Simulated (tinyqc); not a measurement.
Worked calculation: Hueckel theory of the pi electrons with the omega technique, for the molecule C=CC=C([CH2+])N (SMILES; centres numbered as the heavy atoms are written). One step of it, computed by the program tinyqc.

Question. Omega technique, round 1. h_r = h_r(0) + omega q_r, omega = 0.6, with q_r = z_r - P_rr.

Hueckel matrix in units of beta (H = alpha + beta A), lower triangle:
```
          1C        2C        3C        4C        5C        6N
1C  0.000000
2C  1.000000  0.000000
3C  0.000000  1.000000  0.000000
4C  0.000000  0.000000  1.000000  0.000000
5C  0.000000  0.000000  0.000000  1.000000  0.000000
6N  0.000000  0.000000  0.000000  0.780000  0.000000  1.390000
```

charge and bond-order matrix P, lower triangle:
```
           1C         2C         3C        4C         5C        6N
1C   0.682693
2C   0.785430   0.996435
3C   0.313742   0.583686   0.693469
4C  -0.201744   0.010776   0.552664  0.959872
5C  -0.368952  -0.201744   0.379727  0.754409   0.748679
6N   0.084597  -0.039771  -0.131473  0.288101  -0.216070  1.918851
```

Centres:

| centre | z_r, pi electrons of the neutral centre | h |
|---|---|---|
| 1C | 1 | 0.000000 |
| 2C | 1 | 0.000000 |
| 3C | 1 | 0.000000 |
| 4C | 1 | 0.000000 |
| 5C | 1 | 0.000000 |
| 6N | 2 | 1.390000 |

Give: matrix after round 1.

Answer.

matrix after round 1, lower triangle:
```
        1C      2C      3C      4C      5C      6N
1C  0.1904
2C  1.0000  0.0021
3C  0.0000  1.0000  0.1839
4C  0.0000  0.0000  1.0000  0.0241
5C  0.0000  0.0000  0.0000  1.0000  0.1508
6N  0.0000  0.0000  0.0000  0.7800  0.0000  1.4387
```
